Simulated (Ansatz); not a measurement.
# HAsSi, triplet: the ladder up to UCCSDT(Q)

Geometry: a PBE0/def2-TZVP stationary point for this spin, not checked as a minimum. The singlet lies 1.1 eV lower here.

```yaml
atoms:
  - { symbol: Si, position_ang: [0.0000, 0.0280, 1.7362] }
  - { symbol: As, position_ang: [0.0000, -0.0305, -0.6393] }
  - { symbol: H, position_ang: [0.0000, 1.4877, -0.8606] }
```

Basis cc-pVDZ; Ansatz 0.2.0. Correlated methods freeze the noble-gas cores and the filled d shells of p-block atoms, which leaves 10 electrons in 31 orbitals. R marks a restricted (for open shells ROHF) determinant, U an unrestricted one. Active spaces: valence = (10e, 9o) chosen from the atoms' valence shells. No spin–orbit coupling is included, and no scalar relativity.

Full CI isn't at hand for all of this; UCCSDT(Q) serves as the reference, and is uncertain by the last step of the cluster series or more. The frozen core follows each run's orbitals, which can shift R against U totals by a few meV for light atoms and by up to 0.1 eV past Ca.

- UHF ⟨S²⟩: 2.027
- T1 diagnostic (RCCSD): 0.0245
- largest doubles amplitude (RCCSD): 0.068
- T1 diagnostic (UCCSD): 0.0243

Q: From what is known of these methods and the diagnostics, rank them by the size of their error in total energy against UCCSDT(Q) in cc-pVDZ, smallest first (an estimate: the text doesn't fix the numbers).
A. UCCSD
B. UCCSDT
C. UCCSD(T)
D. UHF
E. UMP2

A: B (1.0 kJ/mol), C (4.6 kJ/mol), A (20.4 kJ/mol), E (117.6 kJ/mol), D (502.7 kJ/mol).

All errors are against UCCSDT(Q) in cc-pVDZ. Within each family the higher level lies nearer, as is usual though not guaranteed.

Natural occupations of CASSCF (valence space) about the gap: 1.993 1.976 1.968 1.934 1.002 0.998 0.060 0.038 0.032; effectively unpaired electrons, Σ n²(2−n)², 2.05.
